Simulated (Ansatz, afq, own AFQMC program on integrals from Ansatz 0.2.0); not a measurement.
**CH₄, singlet in 6-31G, levels against full CI**

```csv
atom,x (Å),y (Å),z (Å)
C,0.0000,0.0000,0.0000
H,0.8020,0.8045,0.8035
H,-0.8065,-0.8003,0.8032
H,-0.8002,0.8022,-0.8077
H,0.8047,-0.8064,-0.7990
```

Basis 6-31G. Noble-gas cores (and the filled d shells of Ga–Kr and In–Xe) are frozen. Integrals, coupled cluster, full CI and functionals: Ansatz 0.2.0; the random walks run on the same integrals in our own AFQMC program. ph-AFQMC/CISD is guided by a CISD state made of CCSD amplitudes; releasing the constraint for a short imaginary time cuts its bias at the price of noise, slowly where states lie close. Error bars are statistical, one sigma.

Determinant: RHF, the one that the program's search chose, which needn't be the lowest solution. The geometry is a point of a scan.

Full CI on the same integrals is exact in this basis and with this determinant's frozen core.

Cautions: the released energies are still falling, so no released level is given (meV from the phaseless value at times in 1/Eh: -4 ± 3 at 0.24, -5.9 ± 2.3 at 0.51, -10.6 ± 2.2 at 0.99, -11 ± 3 at 1.62, -13.0 ± 2.4 at 2.40), though the last usable value meets full CI within the noise.

The T1 diagnostic is 0.0109. The weight of the determinant in the CISD state is 0.902. The size of the correlated space is 8 electrons in 16 orbitals.

Reference: full CI, correlation energy -4.217 eV.

```tsv
level	E − E(reference) (meV)	share of correlation (%)
HF	4217.5	0.00
MP2	903.2	78.58
CCSD	117.6	97.21
CCSD(T)	14.6	99.65
CCSDT	1.5	99.96
CCSDT(Q)	0.5	99.99
CCSDTQ	0.8	99.98
ph-AFQMC/CISD	11.3 ± 3.2	99.73
```

CCSDT and higher add their correlation energy to the determinant of the CCSD(T) run, since their own runs factorise the integrals more tightly (a shift of under 2 meV). A walk keeps the symmetry of its determinant, which the program's search chose and which needn't be the lowest solution, so a lower state of the same spin and another symmetry isn't excluded.
